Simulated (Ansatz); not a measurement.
# SiH₃O+ (SMILES [OH+]=[SiH2]): functionals against CCSD(T) at one geometry

How do the functionals fare away from a minimum? The structure is a structure displaced at random from a GFN2-xTB minimum.

Program: Ansatz 0.2.0, Gaussian basis. Level of theory: single points in def2-TZVPP. These are calculated values, not measurements.

Correlated methods freeze the cores.

**1. Where the work starts**

SMILES `[OH+]=[SiH2]`, 5 atoms, charge 1, spin multiplicity 1.

Atoms are counted from 1 here; the program's logs count them from 0.

Bond lengths: O1–Si2 1.647 Å, O1–H3 0.787 Å, Si2–H4 1.512 Å, Si2–H5 1.511 Å. Angles: Si2–O1–H3 130.5°, O1–Si2–H4 105.9°, O1–Si2–H5 128.3°, H4–Si2–H5 124.2°.

Coordinates:

```csv
atom,x (Å),y (Å),z (Å)
O1,0.3657,-0.9336,0.5335
Si2,-0.2555,0.3272,-0.3248
H3,1.0709,-1.0247,0.8706
H4,-1.6625,-0.0805,-0.6999
H5,0.2822,1.7345,-0.4440
```

**2. CCSD(T)/def2-TZVPP**

run/in.yaml

```yaml
crystal:
  periodic: [false, false, false]
  atoms:
    - {symbol: O, position_ang: [0.365700, -0.933600, 0.533500]}
    - {symbol: Si, position_ang: [-0.255500, 0.327200, -0.324800]}
    - {symbol: H, position_ang: [1.070900, -1.024700, 0.870600]}
    - {symbol: H, position_ang: [-1.662500, -0.080500, -0.699900]}
    - {symbol: H, position_ang: [0.282200, 1.734500, -0.444000]}
basis:
  gaussian: {orbitals: def2-TZVPP}
total_charge: 1
correlation: {method: ccsd_t}
output: {forces: true}
```

No record of the launch command was kept for these runs.

**3. PBE0-D4/def2-TZVPP**

run/in.yaml, as its differences from that of step 2:

```diff
@@ -11,3 +11,3 @@
 total_charge: 1
-correlation: {method: ccsd_t}
-output: {forces: true}
+hamiltonian: {xc: pbe0, dispersion: d4}
+output: {forces: true, orbitals: {seedname: orbitals}}
```

**4. wB97M-V/def2-TZVPP**

run/in.yaml, as its differences from that of step 3:

```diff
@@ -11,3 +11,3 @@
 total_charge: 1
-hamiltonian: {xc: pbe0, dispersion: d4}
-output: {forces: true, orbitals: {seedname: orbitals}}
+hamiltonian: {xc: {name: wB97M-V}}
+output: {forces: true}
```

**5. r2SCAN-D4/def2-TZVPP**

run/in.yaml, as its differences from that of step 4:

```diff
@@ -11,3 +11,3 @@
 total_charge: 1
-hamiltonian: {xc: {name: wB97M-V}}
+hamiltonian: {xc: r2scan, dispersion: d4}
 output: {forces: true}
```

**6. PBE-D4/def2-TZVPP**

run/in.yaml, as its differences from that of step 5:

```diff
@@ -11,3 +11,3 @@
 total_charge: 1
-hamiltonian: {xc: r2scan, dispersion: d4}
+hamiltonian: {xc: pbe, dispersion: d4}
 output: {forces: true}
```

**7. LC-wPBE/def2-TZVPP**

run/in.yaml, as its differences from that of step 6:

```diff
@@ -11,3 +11,3 @@
 total_charge: 1
-hamiltonian: {xc: pbe, dispersion: d4}
+hamiltonian: {xc: {name: LC-wPBE}}
 output: {forces: true}
```

**8. BLYP-D4/def2-TZVPP**

run/in.yaml, as its differences from that of step 7:

```diff
@@ -11,3 +11,3 @@
 total_charge: 1
-hamiltonian: {xc: {name: LC-wPBE}}
+hamiltonian: {xc: {name: BLYP}, dispersion: d4}
 output: {forces: true}
```

(Steps that only read results are left out.)

What does the calculation give? Wanted: energy less free atoms, CCSD(T)/def2-TZVPP; RMS force component; RMS force error; HOMO and LUMO, PBE0-D4; T1 diagnostic.

**Answer**, as computed:

| quantity | value |
| --- | --- |
| energy less free atoms, CCSD(T)/def2-TZVPP | -6.674 eV |
| RMS force component | 6.768 to 6.860 eV/Å over the methods |
| RMS force error | PBE0-D4 0.096, wB97M-V 0.056, r2SCAN-D4 0.060, PBE-D4 0.229, LC-wPBE 0.140, BLYP-D4 0.232 eV/Å |
| HOMO and LUMO, PBE0-D4 | -16.82 and -9.32 eV |
| T1 diagnostic | 0.016 |

**Reading.** Against CCSD(T) the functionals' energies less atoms differ by -0.472 to 0.000 eV, PBE-D4 by -0.323 eV. A larger basis would deepen the CCSD(T) value, while the functionals are nearly converged already, so the order here is not reliable. On forces the order runs from wB97M-V to BLYP-D4. Frozen-core CCSD(T) forces in triple zeta carry basis errors of their own, and this is one geometry, so small gaps rank nothing.
